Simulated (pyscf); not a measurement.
A first-order saddle from PySCF, ωB97X-D3(BJ)/def2-SVP:

```
Ge
F 1 1.7663
H 1 1.5176 2 102.45
H 1 1.5220 3 127.48 2 -112.31
O 1 1.9364 3 110.76 2 94.98
H 5 0.9664 1 117.72 3 -153.91
H 5 1.1207 6 120.48 1 97.57
F 7 1.2499 5 135.87 6 -126.83
```

Surface: singlet, charge 0. Lowest wavenumbers (cm⁻¹): 558i, 134, 234, 426, 480.

Question: Which two sides does it connect, and which bonds change?

Answer: F–GeH₂–F + H₂O ⇌ HF + HO–GeH₂–F, a four-centre exchange read from left to right: F–Ge, H–O broken and F–H, Ge–O formed. At CCSD(T)/def2-TZVPP + ΔMP2(QZVPP) it lies +13.7 kcal/mol from the left side and +7.6 kcal/mol from the right (each side as separated species at their lowest minima found). On the reactant side the descent ends in a complex, 6.0 kcal/mol under the separated species and 17.3 kcal/mol under the saddle at ωB97X-D3(BJ)/def2-TZVP. On the product side the descent ends in a bound adduct, 8.5 kcal/mol under the separated species and 12.9 kcal/mol under the saddle at ωB97X-D3(BJ)/def2-TZVP. At ωB97X-D3(BJ) the barrier from the zero used here is 11.3 kcal/mol. One saddle was located; it need not be the lowest between these sides. The CCSD(T) − MP2 part came from Ansatz, without density fitting, on the same reference. The frozen core leaves the outer d or s,p core shells of the metals and heavy elements correlated in the MP2 and CC values, and def2-TZVPP describes them poorly, which can shift differences by a few kcal/mol. Elements up to Kr have no core potential and no relativistic terms here.
